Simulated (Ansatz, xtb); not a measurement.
**How methods differ on C5H10O (pentanal)**

C5H10O has 16 atoms, charge 0, and is taken as a singlet. SMILES: `CCCCC=O`. The shape is that of a PBE0-D4/def2-TZVP optimisation. This is one conformer, not always the lowest.

```xyz
16

C    -1.1247   -0.3219    1.5645
C     0.2614    0.1775    1.1903
C     0.8700   -0.5242   -0.0194
C     0.1240   -0.2947   -1.3217
C     0.2423    1.0875   -1.8892
O     0.9392    1.9603   -1.4484
H    -1.1213   -1.4005    1.7483
H    -1.4858    0.1670    2.4719
H    -1.8605   -0.1234    0.7807
H     0.2357    1.2551    1.0066
H     0.9340    0.0320    2.0415
H     0.9136   -1.6015    0.1740
H     1.9014   -0.1846   -0.1475
H     0.4854   -0.9696   -2.1106
H    -0.9453   -0.5261   -1.2393
H    -0.3694    1.2671   -2.8017
```

Quantity: the atomisation enthalpy at 298 K, in kJ/mol. The values are calculated. The thermal term (zero-point and 298 K enthalpy, harmonic and unscaled) is that of GFN1-xTB; the spin-orbit lowering of the free atoms at 298 K, 0.5 kJ/mol by their spectra, is taken off.

**The experiment to reproduce.** CRC Handbook of Chemistry and Physics gives the atomisation enthalpy at 298 K of the gas as 6242 kJ/mol.

```tsv
level	kind	program	value (kJ/mol)	computed − measured	CPU time (all runs)
HF/6-31G* (spherical functions)	Hartree–Fock	Ansatz	4563	-1679	6.6 s
PBE/6-31G* (spherical functions)	GGA	Ansatz	6398	+156	15 s
BHLYP/6-31G* (spherical functions)	global hybrid	Ansatz	6045	-197	20 s
PBE0/6-31G* (spherical functions)	global hybrid	Ansatz	6282	+40	18 s
wB97X/6-31G* (spherical functions)	range-separated hybrid	Ansatz	6263	+21	60 s
B2PLYP/6-31G* (spherical functions)	double hybrid	Ansatz	6076	-166	22 s
RPA@PBE/6-31G* (spherical functions)	RPA	Ansatz	5561	-681	27 s
RPA@PBE0/6-31G* (spherical functions)	RPA	Ansatz	5639	-603	28 s
```

Nearest: wB97X/6-31G* (spherical functions) (+21 kJ/mol); farthest: HF/6-31G* (spherical functions) (-1679 kJ/mol). Computed less measured by kind, in kJ/mol (of the ab initio rows, those in 6-31G*): Hartree–Fock -1679; GGA +156; global hybrid -197 to +40; range-separated hybrid +21; double hybrid -166; RPA -681 to -603. CPU times are rough (shared hosts, several kinds of processor and program).
